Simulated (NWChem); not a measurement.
The numbers come from NWChem runs, not from measurements. System: C$_{2}$H$_{5}$, charge 0, spin multiplicity 2, at a geometry optimised with UB3LYP/def2-SVP. The structure started from a generated list of species. Its SCF solution wasn't tested for a lower state. Level: UHF/6-311G** (spherical d).

The NWChem input:

```
start mol
memory heap 200 mb stack 900 mb global 1100 mb
geometry units angstroms nocenter noautoz noautosym
  C      0.786718    -0.111259    -0.017825
  C     -0.685588     0.101544    -0.001895
  H      1.478943     0.705476     0.202420
  H      1.207495    -1.114605    -0.125421
  H     -1.125296    -0.099810     0.999128
  H     -0.958487     1.139104    -0.255640
  H     -1.209431    -0.571879    -0.702167
end
basis spherical
  * library 6-311g**
end
scf
  uhf
  nopen 1
  maxiter 100
  thresh 1e-7
  semidirect memsize 60000000 filesize 0
  # guess.movecs holds the orbitals of an unrestricted PBE0 run
  vectors input guess.movecs output mol.movecs
end
task scf energy
```

Output (cleaned and shortened):

```
             Northwest Computational Chemistry Package (NWChem) 7.3.0
             --------------------------------------------------------

                                NWChem Input Module
                                -------------------

 Scaling coordinates for geometry "geometry" by  1.889725989
 (inverse scale =  0.529177249)

                             Geometry "geometry" -> ""
                             -------------------------

 Output coordinates in angstroms (scale by  1.889725989 to convert to a.u.)

  No.       Tag          Charge          X              Y              Z
 ---- ---------------- ---------- -------------- -------------- --------------
    1 C                    6.0000     0.78671800    -0.11125900    -0.01782500
    2 C                    6.0000    -0.68558800     0.10154400    -0.00189500
    3 H                    1.0000     1.47894300     0.70547600     0.20242000
    4 H                    1.0000     1.20749500    -1.11460500    -0.12542100
    5 H                    1.0000    -1.12529600    -0.09981000     0.99912800
    6 H                    1.0000    -0.95848700     1.13910400    -0.25564000
    7 H                    1.0000    -1.20943100    -0.57187900    -0.70216700

 Effective nuclear repulsion energy (a.u.)      36.7605030767

            Nuclear Dipole moment (a.u.)
            ----------------------------
        X                 Y               Z
 ---------------- ---------------- ----------------
     0.0000075589    -0.0000075589     0.0000000000


 Summary of "ao basis" -> "" (spherical)
 ------------------------------------------------------------------------------
       Tag                 Description            Shells   Functions and Types
 ---------------- ------------------------------  ------  ---------------------
 *                          6-311g**                  on all atoms

 Summary of "ao basis" -> "ao basis" (spherical)
 ------------------------------------------------------------------------------
       Tag                 Description            Shells   Functions and Types
 ---------------- ------------------------------  ------  ---------------------
[...]
    45     -1.167819  4 H  s                 28     -1.019239  2 C  s
    63      0.648289  7 H  s                 51      0.619158  5 H  s
    57      0.465628  6 H  s                 11      0.402987  1 C  px

 center of mass
 --------------
 x =   0.03917759 y =  -0.00376381 z =  -0.00763944

 moments of inertia (a.u.)
 ------------------
          18.935680755254           8.854653289254           0.112398697575
           8.854653289254          78.686421765413          -1.131235539279
           0.112398697575          -1.131235539279          85.985024511838

  Mulliken analysis of the total density
  --------------------------------------

    Atom       Charge   Shell Charges
 -----------   ------   -------------------------------------------------------
    1 C    6     6.25   1.10  0.89  0.58  0.73  1.46  0.54  0.91  0.04
    2 C    6     6.25   1.10  0.89  0.59  0.71  1.56  0.47  0.87  0.06
    3 H    1     0.89   0.26  0.51  0.09  0.03
    4 H    1     0.89   0.26  0.51  0.09  0.03
    5 H    1     0.90   0.26  0.52  0.10  0.02
    6 H    1     0.90   0.26  0.52  0.10  0.02
    7 H    1     0.90   0.26  0.52  0.10  0.02

  Mulliken analysis of the alpha density
  --------------------------------------

    Atom       Charge   Shell Charges
 -----------   ------   -------------------------------------------------------
    1 C    6     3.76   0.55  0.45  0.38  0.39  0.97  0.33  0.67  0.02
    2 C    6     3.04   0.55  0.45  0.28  0.35  0.75  0.22  0.40  0.04
    3 H    1     0.40   0.12  0.22  0.03  0.02
    4 H    1     0.40   0.12  0.22  0.03  0.02
    5 H    1     0.49   0.14  0.28  0.06  0.01
    6 H    1     0.46   0.13  0.26  0.05  0.01
    7 H    1     0.46   0.13  0.27  0.05  0.01

   Mulliken analysis of the beta density
   -------------------------------------

    Atom       Charge   Shell Charges
 -----------   ------   -------------------------------------------------------
    1 C    6     2.49   0.55  0.45  0.19  0.34  0.49  0.21  0.24  0.02
    2 C    6     3.22   0.55  0.45  0.30  0.36  0.81  0.25  0.47  0.02
    3 H    1     0.49   0.14  0.29  0.06  0.01
    4 H    1     0.49   0.14  0.29  0.06  0.01
    5 H    1     0.42   0.12  0.24  0.05  0.01
    6 H    1     0.44   0.13  0.25  0.05  0.01
    7 H    1     0.44   0.13  0.25  0.05  0.01

   Mulliken analysis of the spin density
   -------------------------------------

    Atom       Charge   Shell Charges
 -----------   ------   -------------------------------------------------------
    1 C    6     1.27  -0.00 -0.00  0.19  0.05  0.48  0.12  0.43 -0.00
    2 C    6    -0.18  -0.00  0.00 -0.02 -0.01 -0.06 -0.03 -0.07  0.01
    3 H    1    -0.10  -0.02 -0.06 -0.02  0.01
    4 H    1    -0.10  -0.02 -0.06 -0.02  0.01
    5 H    1     0.07   0.02  0.04  0.01 -0.00
    6 H    1     0.02   0.00  0.01  0.00 -0.00
    7 H    1     0.02   0.01  0.02  0.00 -0.00

       Multipole analysis of the density wrt the origin
       ------------------------------------------------

     L   x y z        total         alpha         beta         nuclear
     -   - - -        -----         -----         ----         -------
     0   0 0 0     -0.000000     -9.000000     -8.000000     17.000000

     1   1 0 0     -0.054502     -0.689138      0.634628      0.000008
     1   0 1 0      0.001402      0.099652     -0.098242     -0.000008
     1   0 0 1      0.036583      0.046139     -0.009556      0.000000

     2   2 0 0    -10.731618    -31.631762    -28.476124     49.376267
     2   1 1 0      0.058573      2.893799      2.640124     -5.475350
     2   1 0 1      0.137596      0.246871     -0.257523      0.148247
     2   0 2 0    -10.227944    -11.654467    -11.110572     12.537095
     2   0 1 1      0.187863     -0.302248     -0.595396      1.085507
     2   0 0 2    -11.338891     -9.795208     -7.311950      5.768266

 Task  times  cpu:        1.0s     wall:        1.0s

 Total times  cpu:        1.0s     wall:        1.0s
```
